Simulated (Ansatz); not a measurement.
A made-up structure of SiH₃S (charge +1), singlet:

```xyz
5
angstrom
Si -0.4112 -0.5303 -0.0808
S 1.3407 0.5838 0.8370
H -0.6766 -2.0616 0.4626
H -1.3578 0.1752 -1.2315
H 1.1048 1.8330 0.0126
```

It is relaxed with PBE-D4/def2-SVP and then PBE0-D4/def2-TZVP (Ansatz 0.2.0). Atoms count as bonded within 1.22 times the sum of their covalent radii (H–H: 0.88 Å). The end point is not checked to be a true minimum.

Does its bonding change? (Judge from chemistry; the calculation decides.)

By the calculation: No: no bond forms or breaks.

Where it ends: The first stage lowers the energy by 0.88 eV in 6 steps. It ends as SiH₃S ([SiH2][SH]), total charge +1:
```tsv
atom	x (Å)	y (Å)	z (Å)
Si1	-0.3671	-0.4737	-0.0720
S2	1.1970	0.5213	0.7472
H3	-0.6040	-1.8409	0.4132
H4	-1.2119	0.1567	-1.0993
H5	0.9860	1.6366	0.0110
```

Labels in which every atom is bracketed show which atoms are joined, not bond orders.

For scale, one of the runs: PBE0-D4/def2-TZVP relaxation, 92 basis functions, launched by `ansatz run in.yaml --threads 2 --pin off --events-out ev --progress --plain --max-ram 4352MiB`. The run took about 5.5 s on 2 CPU threads of an Arm Neoverse V1 (shared host).
